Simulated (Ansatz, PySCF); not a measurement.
Energy landscape of H2Si, singlet: symmetric bend, bond length relaxed. Scanned: H-Si-H angle. Other coordinates (Si-H bond length) were minimised at B3LYP/def2-TZVP.

Levels: RHF/def2-SVP (PySCF); RKS-B3LYP/6-31G* = restricted B3LYP/6-31G*, spherical d in PySCF; FCI/cc-pVDZ = full CI/cc-pVDZ, frozen core run with Ansatz (a program for electronic structure).

Energies relative to the lowest point of each profile, in mEh:

```tsv
a / °	RHF	RKS-B3LYP/6-31G*
180	122.2	114.0
171.07	116.9	110.0
158.21	94.2	90.8
152.31	80.9	78.4
141.67	57.0	55.9
129.94	33.9	34.1
119.23	17.4	18.4
109.47	6.9	8.0
97.60	0.4	1.0
92.09	0.0	0.0
69.96	16.5	12.1
60	33.6	26.4
```

Problem. What does FCI/cc-pVDZ give at the same points?

Solution. 180: 106.0; 171.07: 102.4; 158.21: 84.0; 152.31: 72.4; 141.67: 51.6; 129.94: 31.3; 119.23: 16.6; 109.47: 7.0; 97.60: 0.7; 92.09: 0.0; 69.96: 12.6; 60: 26.0 (mEh).
